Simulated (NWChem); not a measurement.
System: dimethyl sulfide (C$_{2}$H$_{6}$S); SMILES S(C)C

NWChem input:

```
start job
memory heap 200 mb stack 900 mb global 1100 mb
geometry units angstroms noautosym nocenter noautoz
  C     -1.379092     0.000000    -0.510968
  S      0.000000     0.000000     0.650724
  C      1.379092     0.000000    -0.510968
  H     -1.374213    -0.899006    -1.146955
  H     -2.302295     0.000000     0.085551
  H     -1.374213     0.899006    -1.146955
  H      1.374213    -0.899006    -1.146955
  H      2.302295     0.000000     0.085551
  H      1.374213     0.899006    -1.146955
end
basis spherical
  * library def2-svp
end
dft
  xc b3lyp
  iterations 150
  mulliken
end
task dft energy
esp
  recalculate
  probe 0.07
  range 0.3
  factor 1.0
  spacing 0.02
end
task esp
```

Parts of the log:

```
             Northwest Computational Chemistry Package (NWChem) 7.3.0
             --------------------------------------------------------

                             Geometry "geometry" -> ""
                             -------------------------

 Output coordinates in angstroms (scale by  1.889725989 to convert to a.u.)

  No.       Tag          Charge          X              Y              Z
 ---- ---------------- ---------- -------------- -------------- --------------
    1 C                    6.0000    -1.37909200     0.00000000    -0.51096800
    2 S                   16.0000     0.00000000     0.00000000     0.65072400
    3 C                    6.0000     1.37909200     0.00000000    -0.51096800
    4 H                    1.0000    -1.37421300    -0.89900600    -1.14695500
    5 H                    1.0000    -2.30229500     0.00000000     0.08555100
    6 H                    1.0000    -1.37421300     0.89900600    -1.14695500
    7 H                    1.0000     1.37421300    -0.89900600    -1.14695500
    8 H                    1.0000     2.30229500     0.00000000     0.08555100
    9 H                    1.0000     1.37421300     0.89900600    -1.14695500

 Effective nuclear repulsion energy (a.u.)     110.7295169145

                                 NWChem DFT Module
                                 -----------------

 Summary of "ao basis" -> "ao basis" (spherical)
 ------------------------------------------------------------------------------
       Tag                 Description            Shells   Functions and Types
 ---------------- ------------------------------  ------  ---------------------
 C                          def2-svp                 6       14   3s2p1d
 S                          def2-svp                 8       18   4s3p1d
 H                          def2-svp                 3        5   2s1p

            General Information
            -------------------
          SCF calculation type: DFT
          Wavefunction type:  closed shell.
          No. of atoms     :     9
          No. of electrons :    34
           Alpha electrons :    17
            Beta electrons :    17
          Charge           :     0
          Spin multiplicity:     1
          Use of symmetry is: off; symmetry adaption is: off
          Maximum number of iterations: 150
          AO basis - number of functions:    76
                     number of shells:    38
          Convergence on energy requested:  1.00D-06
          Convergence on density requested:  1.00D-05
          Convergence on gradient requested:  5.00D-04

              XC Information
              --------------
                         B3LYP Method XC Potential
                     Hartree-Fock (Exact) Exchange  0.200
                        Slater Exchange Functional  0.800 local
                    Becke 1988 Exchange Functional  0.720 non-local
              Lee-Yang-Parr Correlation Functional  0.810
                  VWN I RPA Correlation Functional  0.190 local

             Grid Information
             ----------------
          Grid used for XC integration:  medium
          Radial quadrature: Mura-Knowles
          Angular quadrature: Lebedev.
          Tag              B.-S. Rad. Rad. Pts. Rad. Cut. Ang. Pts.
          ---              ---------- --------- --------- ---------
          C                   0.70       49          10.0       434
          S                   1.00       88           8.0       590
          H                   0.35       45          12.0       434
          Grid pruning is: on
          Number of quadrature shells:   456
          Spatial weights used:  Erf1

      Superposition of Atomic Density Guess
      -------------------------------------

 Sum of atomic energies:        -475.59261355

      Non-variational initial energy
      ------------------------------

 Total energy =    -477.176857
 1-e energy   =    -872.685928
 2-e energy   =     284.779554
 HOMO         =      -0.254561
 LUMO         =       0.080608

[...]

                     NWChem Electrostatic Potential Fit Module
                     -----------------------------------------

 Atom parameters

 Number of atoms is                                    9
 Number of basis functions is                         76

 Grid parameters

 Maximum number of grid points is                  36658
 Number of grid points is                          36657
 Grid range                                     0.300000 nm
 Grid spacing                                   0.020000 nm
 Probe radius                                   0.070000 nm
 Atom radius factor                             1.000000

 Atomic radii

    1    0.100000
    6    0.147000
   16    0.174000
 FASTESP  F
  using M.O. file = ./job.movecs

    Atom              Coordinates                           Charge

                                                  ESP

    1 C    -0.137909    0.000000   -0.051097    0.140910
    2 S     0.000000    0.000000    0.065072   -0.307717
    3 C     0.137909    0.000000   -0.051097    0.143547
    4 H    -0.137421   -0.089901   -0.114696   -0.006894
    5 H    -0.230230    0.000000    0.008555    0.026227
    6 H    -0.137421    0.089901   -0.114696   -0.006590
    7 H     0.137421   -0.089901   -0.114696   -0.007469
    8 H     0.230230    0.000000    0.008555    0.025685
    9 H     0.137421    0.089901   -0.114696   -0.007700
                                            ------------
                                               -0.000000

 Dipole moment                                  0.582568

 Quadrupole moment Qxx                          5.772170
                   Qyy                         -2.640052
                   Qzz                         -3.132117

 RMS deviation kJ/mol                           0.086227

 RRMS %                                        54.566869
```

Level: B3LYP/def2-SVP. Coordinates come from a PBE0/def2-SVP optimisation.
